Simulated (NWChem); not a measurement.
System: C2H4O2, triplet; SMILES of the neutral closed-shell parent COC=O

```xyz
8

C     -0.4935    -1.3596    -0.0671
O      0.5469    -0.4979     0.3580
C      0.5869     0.7278    -0.2303
O     -0.2290     1.5758     0.3957
H     -0.4123    -1.5743    -1.1478
H     -0.3860    -2.2955     0.4969
H     -1.4860    -0.9263     0.1385
H      0.5122     0.7747    -1.3367
```
Atoms are numbered in this order, from 1.

Computed with NWChem. Spin-unrestricted. Coordinates come from a PBE0/def2-SVP, spin-unrestricted optimisation. This spin state was assumed; another may lie lower. No stability test was run on the SCF state. Level: M06-2X/def2-SVP with COSMO at NWChem's default radii, gas-phase geometry; the question gives the dielectric constant. Reactions with the solvent are ignored.

**Question.** What does the run give for dielectric constant 3.9? Quantities: electrostatic solvation energy (kcal/mol); dipole in solution (D).

**Answer.** 
| Item | Value |
|---|---|
| electrostatic solvation energy (kcal/mol) | -3.0 |
| dipole in solution (D) | 2.78 |
